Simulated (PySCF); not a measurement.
**Dipole moment and polarisability of `C=CP(C)C`**

Compound: C4H9P.
Geometry (GFN2-xTB, Å), atoms numbered from 1 in this order:
```xyz
14
C4H9P angstrom
C      2.1241   -0.4398    0.0144
C      0.9686   -0.8349    0.5238
P     -0.4395    0.2264    0.9731
C     -0.2590    1.5754   -0.2836
C     -1.7440   -0.7692    0.1040
H      2.9302   -1.1328   -0.1698
H      2.3178    0.5877   -0.2450
H      0.8246   -1.8742    0.7985
H      0.5326    2.2553    0.0235
H     -1.1917    2.1356   -0.3234
H     -0.0326    1.1676   -1.2677
H     -1.4745   -0.9533   -0.9350
H     -1.8715   -1.7188    0.6200
H     -2.6858   -0.2254    0.1451
```

Level: PBE0/def2-SVPD (PySCF), static field, nuclei fixed, core orbitals frozen in the response. The polarisability tensor in these axes (au):

```
x   92.33 -0.66 -5.04
y   -0.66 74.36 -2.88
z   -5.04 -2.88 64.80
```

Problem. Diagonalise the tensor; give its mean and Δα, where Δα² is half the sum of the squared differences of the eigenvalues.

Solution. Principal values 63.13, 75.14 and 93.22 au; mean 77.16 au = 11.43 Å³ = 12.72 × 10⁻⁴⁰ C²·m²/J; Δα = 26.24 au (34 % of the mean).

Problem. What is the dipole moment, and where does it point?

Solution. (-0.19, -0.14, -1.19) D, 1.22 D in size, pointing from the negative to the positive side. Measured along this direction, the outermost atoms are P3 at the negative end and H12 at the positive end.

Problem. Find the Langevin capture rate constant for O2+ (31.990 u) meeting this molecule (88.044 u), k = 2.342 × 10⁻⁹ cm³/s × √(α in Å³ / reduced mass in u).

Solution. The reduced mass is 23.46 u, so k = 1.63 × 10⁻⁹ cm³/s. The formula leaves out the permanent dipole, which adds to the capture rate.

Problem. Sum over states: ᾱ = Σ f/ω², ω in Eh. What share falls to these 8 lowest TDDFT singlets (eV, f)? 5.38, 0.1668; 6.15, 0.0535; 6.37, 0.0354; 6.68, 0.0391; 7.15, 0.0832; 7.21, 0.0690; 7.36, 0.0144; 7.52, 0.1867.

Solution. They add up to 11.44 au, 14.8 % of the 77.16 au; the largest single term is 4.26 au, from the state at 5.38 eV. Terms in order: 4.26, 1.05, 0.65, 0.65, 1.21, 0.98, 0.20, 2.44 au. Higher excitations give the rest. The strengths listed sum to 0.648.

Problem. Molar refractivity from α?

Solution. Lorentz–Lorenz: R = (4π/3)N_A α = 2.5225 cm³/(mol·Å³) × 11.43 Å³ = 28.8 cm³/mol, in the limit of long wavelengths.

Problem. Refractivity n − 1 of an ideal gas of it at 400 K and 1 atm, from the electronic α?

Solution. N = p/kT = 1.8347 × 10¹⁹ cm⁻³, so n − 1 = 2π × N × 11.43 × 10⁻²⁴ cm³ = 1318 × 10⁻⁶ at long wavelengths, for an ideal gas.

Problem. Rayleigh depolarisation ratio (linearly polarised light, static tensor)?

Solution. ρ = 3Δα²/(45ᾱ² + 4Δα²) = 2065.2/(267939 + 2753.6) = 0.00763.

The structure is a single GFN2-xTB conformer in the gas phase; no vibrational or solvent corrections.

These values come from a run that also computed excited states. The run took 16 s (with the writing of density and orbital grids) on an x86-64 server with one thread, shared host.
